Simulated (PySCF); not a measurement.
Simulated outer-valence photoelectron spectrum of `OC[C@@H](F)Cl`. Computed with EOM-IP-CCSD/aug-cc-pVDZ in PySCF, restricted Hartree–Fock reference, frozen core, non-relativistic, gas phase, PBE0-D3(BJ)/def2-SVP geometry.

Each root has a Gaussian of 0.3 eV full width with its one-hole share as area; cross sections and vibrations are left out, and the highest printed point is 100.

```json
{"ionisation energy (eV)": "10.6", "intensity": "1"}
{"ionisation energy (eV)": "10.8", "intensity": "27"}
{"ionisation energy (eV)": "11.0", "intensity": "100"}
{"ionisation energy (eV)": "11.2", "intensity": "41"}
{"ionisation energy (eV)": "11.4", "intensity": "84"}
{"ionisation energy (eV)": "11.6", "intensity": "66"}
{"ionisation energy (eV)": "11.8", "intensity": "54"}
{"ionisation energy (eV)": "12.0", "intensity": "93"}
{"ionisation energy (eV)": "12.2", "intensity": "15"}
{"ionisation energy (eV)": "12.4", "intensity": "0"}
{"ionisation energy (eV)": "12.6", "intensity": "1"}
{"ionisation energy (eV)": "12.8", "intensity": "41"}
{"ionisation energy (eV)": "13.0", "intensity": "97"}
{"ionisation energy (eV)": "13.2", "intensity": "23"}
{"ionisation energy (eV)": "13.4", "intensity": "55"}
{"ionisation energy (eV)": "13.6", "intensity": "90"}
{"ionisation energy (eV)": "13.8", "intensity": "12"}
{"ionisation energy (eV)": "14.0", "intensity": "0"}
{"ionisation energy (eV)": "14.2", "intensity": "2"}
{"ionisation energy (eV)": "14.4", "intensity": "43"}
{"ionisation energy (eV)": "14.6", "intensity": "95"}
{"ionisation energy (eV)": "14.8", "intensity": "18"}
{"ionisation energy (eV)": "15.0", "intensity": "0"}
{"ionisation energy (eV)": "15.2", "intensity": "5"}
{"ionisation energy (eV)": "15.4", "intensity": "70"}
{"ionisation energy (eV)": "15.6", "intensity": "77"}
{"ionisation energy (eV)": "15.8", "intensity": "7"}
{"ionisation energy (eV)": "16.0", "intensity": "0"}
{"ionisation energy (eV)": "16.2", "intensity": "3"}
{"ionisation energy (eV)": "16.4", "intensity": "57"}
{"ionisation energy (eV)": "16.6", "intensity": "87"}
{"ionisation energy (eV)": "16.8", "intensity": "11"}
```

Q: Where are the maxima, and how many lines lie under the curve?

A: 8 maxima, at 11.0, 11.5, 12.0, 13.0, 13.5, 14.6, 15.5 and 16.5 eV, from 8 lines.

Q: List the lines with their holes.

A: 
```json
{"E (eV)": "11.01", "leading hole (HF orbital)": "HOMO", "area": "0.95", "Koopmans (eV)": "12.20"}
{"E (eV)": "11.48", "leading hole (HF orbital)": "HOMO-1", "area": "0.96", "Koopmans (eV)": "12.52"}
{"E (eV)": "11.95", "leading hole (HF orbital)": "HOMO-2", "area": "0.95", "Koopmans (eV)": "13.15"}
{"E (eV)": "12.97", "leading hole (HF orbital)": "HOMO-3", "area": "0.95", "Koopmans (eV)": "14.36"}
{"E (eV)": "13.54", "leading hole (HF orbital)": "HOMO-4", "area": "0.96", "Koopmans (eV)": "14.82"}
{"E (eV)": "14.56", "leading hole (HF orbital)": "HOMO-5", "area": "0.94", "Koopmans (eV)": "16.79"}
{"E (eV)": "15.51", "leading hole (HF orbital)": "HOMO-6", "area": "0.95", "Koopmans (eV)": "16.94"}
{"E (eV)": "16.53", "leading hole (HF orbital)": "HOMO-7", "area": "0.94", "Koopmans (eV)": "18.59"}
```

The widest gap, 1.02 eV, lies between 15.51 and 16.53 eV. Only orbitals with −ε under 21 eV, eight at most, were ionised, so the high end of the curve may lack lines.

The values belong to the conformer `[OH:1][CH2:2][C@@H:3]([F:4])[Cl:5]`: O1–C2–C3–F4 -59°, H–O1–C2–C3 52°.
